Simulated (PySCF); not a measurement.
**Question.** What does the GFN2-xTB structure of ammonium, `[NH4+]` look like in three dimensions? (Charge +1.)

**Answer.** 
```
atom  x, y, z in Å
N1     0.0017    0.0006   -0.0034
H2     0.8666   -0.5583   -0.0121
H3     0.1846    0.9226   -0.4235
H4    -0.3180    0.1232    0.9676
H5    -0.7263   -0.4853   -0.5457
```

Any rigid rotation of these coordinates is as good. Atoms count from 1 in this order. N1 (ammonium nitrogen) is tetrahedral (all angles 109.5°).

Computed geometry: GFN2-xTB, gas phase.

Point group: Td (tolerance 0.08 Å). No frequency check.

---

Question: Write Cartesian coordinates for `[SiH3][SiH2]O` (disilanol) as optimised with GFN2-xTB.

Answer: 
```xyz
9
H6OSi2 angstrom
O     -1.813    0.633   -0.552
Si    -0.877   -0.471    0.203
Si     1.363    0.038    0.021
H     -1.797    1.559   -0.334
H     -1.311   -1.676   -0.499
H     -1.309   -0.564    1.606
H      1.709    1.358    0.572
H      1.860    0.061   -1.359
H      2.188   -0.932    0.744
```

Orientation and origin are arbitrary. Atoms count from 1 in this order. Si2 (oxygen-bound silicon) is distorted tetrahedral (angles from 99.5° to 115.7°). O1 (silanol oxygen) is bent (angle 122.9°). Si3 (SiH3 silicon) is distorted tetrahedral (angles from 105.0° to 114.0°).

Bonds between heavy atoms (Å): O1–Si2 1.632, Si2–Si3 2.304.

The geometry is computed with GFN2-xTB (gas phase).

Whether it is a minimum is left open (no frequencies). One conformer, not necessarily the lowest (H–O1–Si2–Si3 -58°).
